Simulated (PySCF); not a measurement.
# BH−: bond curves at several levels of theory

The task here is to estimate one member of a computed series from the others.

The runs use PySCF 2.14.0; B aug-cc-pVDZ-DK, H aug-cc-pVDZ-DK, spin-free X2C with a Gaussian nucleus.

4 further runs of the same task are left out: 4 set aside as unsound or not needed.

The first run:

Settings of the job:

| Quantity | Value |
| --- | --- |
| atoms | B, H |
| charge | -1 |
| basis | B aug-cc-pVDZ-DK, H aug-cc-pVDZ-DK |
| Hamiltonian | spin-free X2C with a Gaussian nucleus |
| basis functions | 32 |
| electrons treated | 7 |
| masses in u | 11.0093, 1.0078 |
| levels | PBE0, PBE, r²SCAN, B97-3, B2PLYP, BHandHLYP, HSE06, MP2, SCS-MP2, CCSD, CCSD(T) |
| grid | 80 radial by 434 angular points |
| occupations | held fixed by the projection of orbital angular momentum |
| dissociation limit | B + H−, each in its ground configuration |
| starting distance in angstrom | 1.235 |
| values of 2S to try | 1, 3 |

On the command line:

```
> OMP_NUM_THREADS=1 python dia.py task.json out
```

Among the steps run: Input; The PBE0 curve of the state that the search chose; PBE (GGA); r²SCAN; B97-3 (global hybrid GGA); B2PLYP; BHandHLYP; HSE06 (range-separated hybrid); MP2 and coupled cluster.

One of the session's tables, all rows but one given; the rest of the session is left out.

It belongs to the step «Constants by level of theory». 

| level | Re (Å) | ωe (cm⁻¹) | De (eV) |
| --- | --- | --- | --- |
| UHF-MP2 | 1.266 | 2191 | 2.98 |
| UHF-SCS-MP2 | 1.267 | 2181 | 2.85 |
| UHF-CCSD | 1.273 | 2122 | 2.71 |
| UHF-CCSD(T) | 1.276 | 2105 | 2.78 |
| PBE | 1.284 | 2045 | 3.26 |
| r²SCAN | 1.273 | 2097 | 3.20 |
| PBE0 | 1.273 | 2117 | 3.21 |
| B97-3 | 1.266 | 2138 | 3.08 |
| HSE06 | 1.273 | 2115 | 3.21 |
| BHandHLYP | ? | ? | ? |
| B2PLYP | 1.264 | 2155 | 3.01 |

Q: Estimate the row for BHandHLYP from the others.

The run gave: Re (Å): 1.255; ωe (cm⁻¹): 2204; De (eV): 2.98. In the column «Re (Å)» it is the lowest.
